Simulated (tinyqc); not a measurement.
The basis set: RHF and MP2 along a ladder of basis sets, for LiH, spin multiplicity 1. Computed by the program tinyqc with PySCF. Same geometry throughout; the dipole is taken about the origin.

Geometry (angstrom):
```
atom,x,y,z
Li,0.0000,0.0000,0.0000
H,0.0000,0.0000,1.5090
```

RHF and frozen-core MP2 in a ladder of bases:
```
basis,functions,E(RHF) (hartree),E(MP2 corr) (hartree),HOMO (eV),LUMO (eV),dipole (debye)
sto-3g,6,-7.863381,-0.012030,-7.9685,2.1479,4.8387
3-21g,11,-7.927455,-0.012294,-8.2582,0.1379,5.7141
6-31g,11,-7.977214,-0.012168,-8.3096,0.3055,5.7572
6-31g**,19,-7.979277,-0.020454,-8.2944,0.3072,5.7196
cc-pvdz,19,-7.982064,-0.022550,-8.3046,0.0859,5.7659
cc-pvtz,44,-7.985322,-0.027353,-8.3247,0.0410,5.7831
```

What does the comparison show, and why?

From cc-pVDZ to cc-pVTZ the RHF energy falls by 3.3 mhartree and the correlation energy by 4.8. If valence correlation converges as X^-3, (27 E(T) - 8 E(D))/19 gives -0.0294 hartree, a rough estimate from such small X that usually falls short; STO-3G holds about 41 % of it. Beyond STO-3G the LUMO moves by 0.3 eV and the HOMO by 0.1 eV.
